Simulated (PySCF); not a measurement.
**Magnetic susceptibility: SMILES CCCC[PH2+]C, [C5H14P]+, charge +1**

Molfile (atoms numbered from 1):
```
C5H14P
     RDKit          3D

 20 19  0  0  0  0  0  0  0  0999 V2000
    3.0328   -0.1146   -0.5726 C   0  0  0  0  0  0  0  0  0  0  0  0
    1.5789   -0.4044   -0.2231 C   0  0  0  0  0  0  0  0  0  0  0  0
    0.8550    0.8503    0.2576 C   0  0  0  0  0  0  0  0  0  0  0  0
   -0.5747    0.5508    0.7199 C   0  0  0  0  0  0  0  0  0  0  0  0
   -1.5289   -0.3596   -0.5233 P   0  0  0  0  0  0  0  0  0  0  0  0
   -3.2957   -0.3088   -0.1769 C   0  0  0  0  0  0  0  0  0  0  0  0
    3.1004    0.6538   -1.3381 H   0  0  0  0  0  0  0  0  0  0  0  0
    3.5201   -1.0117   -0.9427 H   0  0  0  0  0  0  0  0  0  0  0  0
    3.5725    0.2274    0.3062 H   0  0  0  0  0  0  0  0  0  0  0  0
    1.5411   -1.1709    0.5545 H   0  0  0  0  0  0  0  0  0  0  0  0
    1.0666   -0.7951   -1.1144 H   0  0  0  0  0  0  0  0  0  0  0  0
    0.8374    1.5887   -0.5468 H   0  0  0  0  0  0  0  0  0  0  0  0
    1.4023    1.2889    1.0929 H   0  0  0  0  0  0  0  0  0  0  0  0
   -1.1164    1.4774    0.9412 H   0  0  0  0  0  0  0  0  0  0  0  0
   -0.5689   -0.0584    1.6313 H   0  0  0  0  0  0  0  0  0  0  0  0
   -1.3037    0.1663   -1.7735 H   0  0  0  0  0  0  0  0  0  0  0  0
   -1.1437   -1.6752   -0.5919 H   0  0  0  0  0  0  0  0  0  0  0  0
   -3.4902   -0.7397    0.8073 H   0  0  0  0  0  0  0  0  0  0  0  0
   -3.6467    0.7247   -0.1855 H   0  0  0  0  0  0  0  0  0  0  0  0
   -3.8434   -0.8791   -0.9285 H   0  0  0  0  0  0  0  0  0  0  0  0
  1  2  1  0
  2  3  1  0
  3  4  1  0
  4  5  1  0
  5  6  1  0
  1  7  1  0
  1  8  1  0
  1  9  1  0
  2 10  1  0
  2 11  1  0
  3 12  1  0
  3 13  1  0
  4 14  1  0
  4 15  1  0
  5 16  1  0
  5 17  1  0
  6 18  1  0
  6 19  1  0
  6 20  1  0
M  CHG  1   5   1
M  END
```

Method: GIAO B3LYP/pcSseg-1 magnetisability, rotational g tensor and spin-rotation constants, non-relativistic, gas phase (PySCF 2.14.0). Geometry: GFN2-xTB.

For an ion the centre-of-mass motion in the field is neglected.

Q: How diamagnetic is it, and how anisotropic?

A: Isotropic -1321 × 10⁻³⁰ J/T², or -79.5 × 10⁻⁶ cm³/mol; principal values -1404, -1292, -1265 × 10⁻³⁰ J/T², anisotropy 128 × 10⁻³⁰ J/T² (root of half the summed squared differences of the principal values). The susceptibility is in cgs units.

Q: Split it along the inertial axes a, b, c into diamagnetic and paramagnetic parts about the centre of mass, with the quadrupole moment.

A: 
| axis | χ (10⁻⁶ cm³/mol) | diamagnetic (10⁻⁶ cm³/mol) | paramagnetic (10⁻⁶ cm³/mol) | summed x² of all electrons (Å²) | quadrupole Θ (D Å) |
| --- | --- | --- | --- | --- | --- |
| a | -84.3 | -269.9 | 185.6 | 265.7 | +16.41 |
| b | -77.9 | -1217.8 | 1139.9 | 42.2 | -6.84 |
| c | -76.4 | -1306.3 | 1229.9 | 21.4 | -9.56 |

Anisotropies 2χaa − χbb − χcc = -14.4 and 2χbb − χaa − χcc = +5.0 × 10⁻⁶ cm³/mol. Θ is traceless in Buckingham's convention.

Q: And the rotational g tensor?

A: 
| axis | rotational constant (GHz) | g | nuclear part | electronic part |
| --- | --- | --- | --- | --- |
| a | 7.8559 | +0.0385 | 0.7236 | -0.6851 |
| b | 1.1229 | +0.0093 | 0.6107 | -0.6014 |
| c | 1.0389 | +0.0087 | 0.6090 | -0.6003 |

Asymmetric top; isotopes 12C, 1H, 31P; no vibrational averaging.
